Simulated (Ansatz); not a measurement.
**CH2B (sextet): wave-function methods side by side, cc-pVTZ**

One table from this session's results is given with a row withheld; the runs are named, their logs left out.

Method: cc-pVTZ, core rule «outside noble gas», up to 2 orbitals frozen; program: Ansatz 0.2.0, Gaussian basis.

To be run: UHF; CCSD(T) on ROHF; CCSD(T) on UHF; BCCD(T) on ROHF; CCSDT(Q) on ROHF; CCSDT(Q) on UHF; CASSCF and MRCISD+Q, 9 electrons in 10 orbitals; CASSCF and NEVPT2, 9 electrons in 10 orbitals.

5 further runs of the same task are left out: 5 set aside as unsound or not needed. Runs told in other sessions of the task aren't counted.

## The geometry

The geometry is a PBE0/def2-TZVP stationary point (not a proven minimum) of the parent state, kept for this charge and spin.

4 atoms, charge 0, spin multiplicity 6.

Atoms are counted from 1 here; the program's logs count them from 0.

Bond lengths: B1–C2 1.527 Å, B1–H3 1.203 Å, C2–H4 1.092 Å. Angles: C2–B1–H3 121.6°, B1–C2–H4 134.8°.

Set-up of the first run:

in.yaml reads:

```yaml
crystal:
  periodic: [false, false, false]
  atoms:
    - {symbol: B, position_ang: [0.000000, -0.104832, 0.802428]}
    - {symbol: C, position_ang: [0.000000, -0.044574, -0.723222]}
    - {symbol: H, position_ang: [0.000000, 0.894880, 1.472485]}
    - {symbol: H, position_ang: [0.000000, 0.760676, -1.461216]}
basis:
  gaussian: {orbitals: cc-pVTZ}
magnetization: {spin_polarized: true, initial_magnetization: 5}
hamiltonian: {xc: hf}
output: {orbitals: {seedname: orbitals}}
```

The run is started by

```
$ ansatz run in.yaml --threads 1 --pin off --events-out ev --progress --plain --max-ram 2560MiB --backend cpu
```

Among the steps run: UHF; CCSD(T) on ROHF; CCSD(T) on UHF; BCCD(T) on ROHF; CCSDT(Q) on ROHF; CCSDT(Q) on UHF; CASSCF and MRCISD+Q, 9 electrons in 10 orbitals; CASSCF and NEVPT2, 9 electrons in 10 orbitals.

One table of the session follows, with a row left open; its other results are not shown here.

It belongs to the step «Misses and costs». 

| method | from UCCSDT(Q) (meV) |
| --- | --- |
| ROHF | +5405.0 |
| UHF | +5265.7 |
| RMP2 | +1045.1 |
| UMP2 | +1043.9 |
| RCCSD | +247.4 |
| UCCSD | +243.5 |
| RCCSD(T) | +46.4 |
| UCCSD(T) | +45.1 |
| BCCD(T) | +43.0 |
| RCCSDT | +11.8 |
| UCCSDT | +9.5 |
| RCCSDT(Q) | +3.2 |
| UCCSDT(Q) | 0 |
| CASSCF valence | +4021.5 |
| NEVPT2 valence | +891.2 |
| MRCISD valence | ? |
| MRCISD+Q valence | +88.6 |

Q: Estimate the row for MRCISD valence from the others.

The run gave: from UCCSDT(Q) (meV): +303.6. In the column «from UCCSDT(Q) (meV)» it lies between RCCSD (+247.4) and NEVPT2 valence (+891.2).

Limits of these values: Restricted and unrestricted rows rest on different reference determinants; a gap between their highest levels can come from leftover correlation error, from unlike frozen cores or from another state.
